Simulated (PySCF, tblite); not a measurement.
# C2H2F2: protonation, part 2 of 2

tblite 0.8.0 and PySCF 2.14.0. Atoms count from 0. The steps go on from the part before.

## 14. Relaxing the molecule with GFN2-xTB

This step treats C2H3F2+, `F/C=C\[FH+]`.

The job: settings as JSON, then the geometry in Å.

```
{"job": {"kind": "relax", "xc": "GFN2-xTB", "basis": "xTB"}, "charge": 1, "multiplicity": 1}
F      1.386800     1.026600    -0.299800
C      0.656000    -0.043500    -0.029500
C     -0.644900    -0.074200     0.025100
F     -1.403200     1.017500    -0.255900
H      1.256400    -0.947700     0.220100
H     -1.237200    -0.972500     0.253200
H      1.460100     1.085000    -1.199900
```

The log of the run:

```text
step      E/eV     max force
  0    -398.29645    4.934
  1    -398.72580    1.821
  2    -398.77925    0.975
  3    -398.81497    0.880
  4    -398.85635    0.716
  5    -398.89469    0.563
  6    -398.91292    0.487
  7    -398.93420    0.432
  8    -398.94394    0.357
  9    -398.95125    0.299
 10    -398.95722    0.229
 11    -398.96244    0.215
 12    -398.96508    0.134
 13    -398.96648    0.112
 14    -398.96748    0.110
 15    -398.96837    0.092
 16    -398.96928    0.100
 17    -398.97008    0.094
 18    -398.97075    0.074
 19    -398.97132    0.069
 20    -398.97176    0.073
 21    -398.97204    0.055
 22    -398.97220    0.035
 23    -398.97227    0.032
 24    -398.97236    0.036
 25    -398.97252    0.063
 26    -398.97282    0.084
 27    -398.97334    0.114
 28    -398.97416    0.127
 29    -398.97557    0.147
 30    -398.97829    0.175
 31    -398.98297    0.161
 32    -398.94117    1.525
 33    -398.98744    0.560
 34    -398.99231    0.107
 35    -398.99667    0.292
 36    -398.99940    0.403
 37    -399.00360    0.181
 38    -399.00689    0.210
 39    -399.01172    0.206
 40    -399.01637    0.162
 41    -399.01012    0.568
 42    -399.01907    0.112
 43    -399.01974    0.084
 44    -399.02044    0.053
 45    -399.02063    0.049
 46    -399.02106    0.052
 47    -399.02130    0.053
 48    -399.02173    0.056
 49    -399.02206    0.059
 50    -399.02234    0.053
 51    -399.02255    0.044
 52    -399.02270    0.038
 53    -399.02281    0.035
 54    -399.02287    0.023
 55    -399.02291    0.010
 56    -399.02293    0.005
```

Run time: 0.84 s. Hardware: 1 thread of AMD EPYC, shared host.

Step by step: (not every step is listed) (the energy doesn't fall at every step)

| step | energy from step 0 (eV) | largest force (eV/Å) |
| --- | --- | --- |
| 0 | 0.0000 | 4.9335 |
| 1 | -0.4293 | 1.8214 |
| 2 | -0.4828 | 0.9748 |
| 3 | -0.5185 | 0.8798 |
| 4 | -0.5599 | 0.7155 |
| 5 | -0.5982 | 0.5631 |
| 6 | -0.6165 | 0.4871 |
| 7 | -0.6377 | 0.4319 |
| 8 | -0.6475 | 0.3573 |
| 12 | -0.6686 | 0.1337 |
| 16 | -0.6728 | 0.1002 |
| 20 | -0.6753 | 0.0726 |
| 24 | -0.6759 | 0.0358 |
| 28 | -0.6777 | 0.1269 |
| 32 | -0.6447 | 1.5249 |
| 36 | -0.7029 | 0.4033 |
| 40 | -0.7199 | 0.1617 |
| 44 | -0.7240 | 0.0530 |
| 48 | -0.7253 | 0.0562 |
| 51 | -0.7261 | 0.0442 |
| 52 | -0.7262 | 0.0378 |
| 53 | -0.7264 | 0.0349 |
| 54 | -0.7264 | 0.0233 |
| 55 | -0.7265 | 0.0099 |
| 56 | -0.7265 | 0.0052 |

Distances of close pairs at the start and the end, largest changes first:

| bond | before (Å) | after (Å) | change (Å) |
| --- | --- | --- | --- |
| F0–C1 | 1.324 | 1.473 | +0.149 |
| F0–H6 | 0.905 | 0.975 | +0.070 |
| C2–F3 | 1.359 | 1.313 | -0.046 |
| C1–H4 | 1.114 | 1.076 | -0.038 |
| C1–C2 | 1.302 | 1.317 | +0.015 |
| C2–H5 | 1.100 | 1.086 | -0.014 |

The final coordinates are the input of the step that follows.

## 15. Infrared spectrum with GFN2-xTB

The job: settings as JSON, then the geometry in Å.

```
{"job": {"kind": "ir", "xc": "GFN2-xTB", "basis": "xTB"}, "charge": 1, "multiplicity": 1}
F      1.497712     0.773673    -0.600889
C      0.668484    -0.282075     0.004269
C     -0.634858    -0.092757     0.011134
F     -1.174315     0.989381    -0.499890
H      1.273520    -1.092569     0.371030
H     -1.336804    -0.806662     0.432435
H      1.180143     1.602351    -1.004673
```

The log of the run:

```text
mode    cm-1     km/mol
  1     159.8     37.75
  2     277.8    403.82
  3     446.7      3.90
  4     558.3     77.64
  5     709.1    399.34
  6     714.6     54.51
  7     762.6     29.20
  8     837.3     10.55
  9    1034.2     18.23
 10    1129.9     37.13
 11    1178.0    101.63
 12    1674.3     69.11
 13    3022.9     95.27
 14    3081.0    353.03
 15    3124.1     97.68
ZPE 111.915  H(298)-E 127.017  G(298)-E 40.840 kJ/mol  S 289.04 J/(mol K)
```

It took 0.39 s on 1 thread of AMD EPYC, shared host.

The strongest bands and the atoms that carry them (share of the mass-weighted mode):

```
cm⁻¹  km/mol                               atoms
 278   403.8                             H6 90 %
 558    77.6           H6 60 %, C2 14 %, F3 11 %
 709   399.3  F0 44 %, H6 24 %, C2 16 %, C1 11 %
1178   101.6  C2 39 %, F3 25 %, H4 22 %, C1 12 %
1674    69.1                    C2 55 %, C1 39 %
3023    95.3                             H5 90 %
3081   353.0                             H6 94 %
3124    97.7                             H4 90 %
```

## 16. Optimising the geometry at PBE0-D3(BJ)/def2-SVP

This step treats C2H3F2+, `F/C=C\[FH+]`.

The job, as its differences from that of step 15:

```diff
@@ -1,2 +1,2 @@
-{"job": {"kind": "ir", "xc": "GFN2-xTB", "basis": "xTB"}, "charge": 1, "multiplicity": 1}
+{"job": {"xc": "PBE0", "basis": "def2-SVP", "d3": "d3bj", "grid": 1, "kind": "geom"}, "charge": 1, "multiplicity": 1}
 F      1.497712     0.773673    -0.600889
```

The log of the run:

```text
step   0  E = -276.77247205  max force = 0.019208
step   1  E = -276.77707226  max force = 0.009049
step   2  E = -276.77754198  max force = 0.005133
step   3  E = -276.77728529  max force = 0.007762
step   4  E = -276.77775967  max force = 0.001530
step   5  E = -276.77774364  max force = 0.002874
step   6  E = -276.77777099  max force = 0.001493
step   7  E = -276.77777946  max force = 0.000241
optimisation converged
```

Wall time 21 s (1 thread of AMD EPYC, shared host).

The steps of the relaxation: (the energy doesn't fall at every step)

```
step  energy from step 0 (eV)  largest force component (eV/Å)
   0                   0.0000                          0.9877
   1                  -0.1252                          0.4653
   2                  -0.1380                          0.2639
   3                  -0.1310                          0.3991
   4                  -0.1439                          0.0787
   5                  -0.1434                          0.1478
   6                  -0.1442                          0.0768
   7                  -0.1444                          0.0124
```

Distances of close pairs at the start and the end, largest changes first:

```csv
bond,before (Å),after (Å),change (Å)
F0–C1,1.473,1.515,+0.042
C1–H4,1.076,1.088,+0.012
C2–H5,1.086,1.096,+0.010
F0–H6,0.975,0.966,-0.009
C1–C2,1.317,1.322,+0.005
C2–F3,1.313,1.316,+0.003
```

The next job starts from the end point, and lists it.

```csv
at the end point,value
point group (found at 0.08 Å tolerance),Cs
"rotational constants (GHz, main isotopes)","16.442, 6.771, 4.796"
```

## 17. Harmonic vibrations (C₂H₃F₂+, F/C=C\[FH+]): PBE0-D3(BJ)/def2-SVP

The job: settings as JSON, then the geometry in Å.

```
{"job": {"xc": "PBE0", "basis": "def2-SVP", "d3": "d3bj", "grid": 2, "kind": "hessian"}, "charge": 1, "multiplicity": 1}
F      1.500426     0.759991    -0.609605
C      0.677662    -0.338059     0.032405
C     -0.613018    -0.055758    -0.004179
F     -0.987604     1.075904    -0.560810
H      1.366078    -1.108453     0.374221
H     -1.391950    -0.710755     0.402429
H      0.922226     1.468333    -0.921006
```

The log of the run:

```text
coarse grid: 6208 points
cycle   1  E = -276.6964731891  dE =  8.366e-01  |g| = 4.779e-01  |ddm| = 2.583e+00
cycle   2  E = -276.6727379854  dE =  2.374e-02  |g| = 6.191e-01  |ddm| = 7.589e-01
cycle   3  E = -276.7400303629  dE = -6.729e-02  |g| = 1.138e-01  |ddm| = 5.027e-01
cycle   4  E = -276.7422749954  dE = -2.245e-03  |g| = 2.757e-02  |ddm| = 1.036e-01
cycle   5  E = -276.7424150911  dE = -1.401e-04  |g| = 1.352e-02  |ddm| = 3.250e-02
cycle   6  E = -276.7424590789  dE = -4.399e-05  |g| = 2.154e-03  |ddm| = 1.209e-02
cycle   7  E = -276.7424601251  dE = -1.046e-06  |g| = 2.672e-04  |ddm| = 1.923e-03
final grid: 61744 points
cycle   8  E = -276.7777865134  dE = -3.051e-05  |g| = 4.094e-03  |ddm| = 1.302e-02
cycle   9  E = -276.7777850143  dE =  1.499e-06  |g| = 5.272e-03  |ddm| = 7.245e-03
cycle  10  E = -276.7777904242  dE = -5.410e-06  |g| = 7.942e-04  |ddm| = 4.023e-03
cycle  11  E = -276.7777905368  dE = -1.126e-07  |g| = 1.534e-04  |ddm| = 7.113e-04
cycle  12  E = -276.7777905401  dE = -3.323e-09  |g| = 9.658e-05  |ddm| = 2.000e-04
cycle  13  E = -276.7777905425  dE = -2.352e-09  |g| = 1.524e-05  |ddm| = 9.174e-05
cycle  14  E = -276.7777905425  dE = -4.763e-11  |g| = 1.203e-06  |ddm| = 1.280e-05
converged SCF energy = -276.7777905425

mode    cm-1
  1     178.6
  2     381.3
  3     461.8
  4     621.9
  5     676.5
  6     777.2
  7     908.6
  8     946.1
  9    1099.6
 10    1219.8
 11    1306.3
 12    1771.6
 13    3239.6
 14    3338.7
 15    3465.5
ZPE 121.978  H(298)-E 136.314  G(298)-E 51.651 kJ/mol  S 283.96 J/(mol K)
```

Wall time 68 s (1 thread of AMD EPYC, shared host); peak memory 1 GiB.

Zero-point energy 121.98 kJ/mol (xTB gave 111.92).

## 18. Single point (C₂H₃F₂+, F/C=C\[FH+]): wB97X-D3(BJ)/def2-TZVP

Geometry: PBE0-D3(BJ)/def2-SVP.

The job, as its differences from that of step 17:

```diff
@@ -1,2 +1,2 @@
-{"job": {"xc": "PBE0", "basis": "def2-SVP", "d3": "d3bj", "grid": 2, "kind": "hessian"}, "charge": 1, "multiplicity": 1}
+{"job": {"kind": "sp", "xc": "wB97X", "basis": "def2-TZVP", "d3": "d3bj", "grid": 2}, "charge": 1, "multiplicity": 1}
 F      1.500426     0.759991    -0.609605
```

The log of the run:

```text
coarse grid: 6208 points
cycle   1  E = -277.3592019257  dE =  9.451e-01  |g| = 5.989e-01  |ddm| = 1.895e+00
cycle   2  E = -277.3954100982  dE = -3.621e-02  |g| = 5.311e-01  |ddm| = 6.265e-01
cycle   3  E = -277.4369523853  dE = -4.154e-02  |g| = 1.064e-01  |ddm| = 2.564e-01
cycle   4  E = -277.4385186805  dE = -1.566e-03  |g| = 1.977e-02  |ddm| = 5.616e-02
cycle   5  E = -277.4386143869  dE = -9.571e-05  |g| = 3.690e-03  |ddm| = 2.303e-02
cycle   6  E = -277.4386197100  dE = -5.323e-06  |g| = 1.601e-03  |ddm| = 5.017e-03
final grid: 61744 points
cycle   7  E = -277.4374139847  dE = -6.425e-05  |g| = 8.884e-03  |ddm| = 1.991e-02
cycle   8  E = -277.4374134196  dE =  5.651e-07  |g| = 9.183e-03  |ddm| = 6.170e-03
cycle   9  E = -277.4374240202  dE = -1.060e-05  |g| = 4.725e-04  |ddm| = 3.142e-03
cycle  10  E = -277.4374240866  dE = -6.642e-08  |g| = 1.711e-04  |ddm| = 4.397e-04
cycle  11  E = -277.4374240973  dE = -1.063e-08  |g| = 7.285e-05  |ddm| = 1.744e-04
cycle  12  E = -277.4374240987  dE = -1.396e-09  |g| = 3.015e-05  |ddm| = 7.214e-05
converged SCF energy = -277.4374240987
```

Run time: 5.9 s. Hardware: 1 thread of AMD EPYC, shared host; peak memory 0.56 GiB.

## 19. Single point (C2H3F2+, F/C=C\[FH+]): wB97X-D3(BJ)/def2-TZVP in cyclohexane

Geometry: PBE0-D3(BJ)/def2-SVP.

The job, as its differences from that of step 18:

```diff
@@ -1,2 +1,2 @@
-{"job": {"kind": "sp", "xc": "wB97X", "basis": "def2-TZVP", "d3": "d3bj", "grid": 2}, "charge": 1, "multiplicity": 1}
+{"job": {"kind": "sp", "xc": "wB97X", "basis": "def2-TZVP", "d3": "d3bj", "grid": 2, "solvent": "cyclohexane"}, "charge": 1, "multiplicity": 1}
 F      1.500426     0.759991    -0.609605
```

The log of the run:

```text
final grid: 61744 points
cycle   1  E = -277.4934191110  dE = -1.253e-04  |g| = 7.558e-03  |ddm| = 4.438e-02
cycle   2  E = -277.4934254097  dE = -6.299e-06  |g| = 6.300e-03  |ddm| = 9.782e-03
cycle   3  E = -277.4934316437  dE = -6.234e-06  |g| = 1.268e-03  |ddm| = 3.239e-03
cycle   4  E = -277.4934319901  dE = -3.464e-07  |g| = 3.209e-04  |ddm| = 1.183e-03
cycle   5  E = -277.4934320271  dE = -3.708e-08  |g| = 1.402e-04  |ddm| = 5.243e-04
cycle   6  E = -277.4934320322  dE = -5.050e-09  |g| = 3.661e-05  |ddm| = 1.061e-04
converged SCF energy = -277.4934320322
```

It took 4.9 s on 1 thread of AMD EPYC, shared host; peak memory 0.59 GiB.

## 20. Protonation: wB97X-D3(BJ)/def2-TZVP

This step combines the energies above: geometries from PBE0-D3(BJ)/def2-SVP, zero-point and thermal terms from PBE0-D3(BJ)/def2-SVP.

The job: settings as JSON, then the geometry in Å.

```
{"job": {"kind": "pa", "geom": {"xc": "PBE0", "basis": "def2-SVP", "d3": "d3bj", "grid": 1}, "hess": 1, "level": {"xc": "wB97X", "basis": "def2-TZVP", "d3": "d3bj", "solvents": ["cyclohexane"]}}, "charge": 0, "multiplicity": 1}
F      1.370544     1.032747    -0.294488
C      0.666736    -0.052108    -0.006532
C     -0.662347    -0.066567     0.021923
F     -1.400753     1.002916    -0.235273
H      1.259603    -0.943879     0.208794
H     -1.226216    -0.970731     0.262010
```

Output (the driver's rows laid out field by field):

```text
protonation site by site, wB97X-D3(BJ)/def2-TZVP // PBE0-D3(BJ)/def2-SVP

row 1
  formula                 C2H3F2
  charge                  1
  multiplicity            1
  smiles                  FCC=[F+]
  kept                    yes
  pieces                  1
  point_group             Cs
  atom                    1
  element                 C
  electronic              694.81
  enthalpy                672.87
  free_energy             644.5
  solution                cyclohexane 790.39
  share_gas               1.0
  share_solution          cyclohexane 1.0

row 2
  formula                 C2H3F2
  charge                  1
  multiplicity            1
  smiles                  F/C=C\[FH+]
  kept                    yes
  pieces                  1
  point_group             Cs
  atom                    0
  element                 F
  electronic              580.32
  enthalpy                561.36
  free_energy             533.57
  solution                cyclohexane 675.53
  share_gas               3.68e-20
  share_solution          cyclohexane 7.54e-21
```

Wall time 4.7 min (1 thread of AMD EPYC, shared host); peak memory 0.58 GiB.

Energy given off on adding a proton (kJ/mol, gas phase, 298 K for the thermal columns):

```csv
site,product,electronic,enthalpy,free energy
C1,FCC=[F+],694.8,672.9,644.5
F0,F/C=C\[FH+],580.3,561.4,533.6
```

Free energies in a continuum (kJ/mol, same sign; the bare proton is left unsolvated, so these are no solution acidities or basicities): cyclohexane: C1 790.4, F0 675.5.

## 21. Summary of results

The summary covers parts 1 to 2.

| quantity | value |
| --- | --- |
| strongest single infrared mode (GFN2-xTB) | 1097 cm⁻¹, 125 km/mol |
| zero-point energy (GFN2-xTB) | 22.1 kcal/mol |
| point group | C2v |
| rotational constants (main isotopes) | 21.77, 5.83, 4.60 GHz |
| proton affinity (−ΔH), C1 (wB97X-D3(BJ)/def2-TZVP) | 672.9 kJ/mol |
| proton affinity (−ΔH), F0 (wB97X-D3(BJ)/def2-TZVP) | 561.4 kJ/mol |

**Reading.** All 12 modes are real, so the xTB geometry is a minimum. The strongest single mode, at 1097 cm⁻¹, has its largest shares on C1, C2, F0 and F3 (the list is cut at 4 atoms). Unscaled tight-binding wavenumbers are off by several per cent, some by more. Its intensities can rank the bands wrongly. The optimisation took 7 steps and gained 0.020 eV; among the close pairs (by a distance rule), C1–H4 changed most, from 1.079 to 1.092 Å (PBE0/def2-SVP). At wB97X-D3(BJ)/def2-TZVP the proton affinity (−ΔH) runs from 561.4 kJ/mol (F0) to 672.9 kJ/mol (C1).
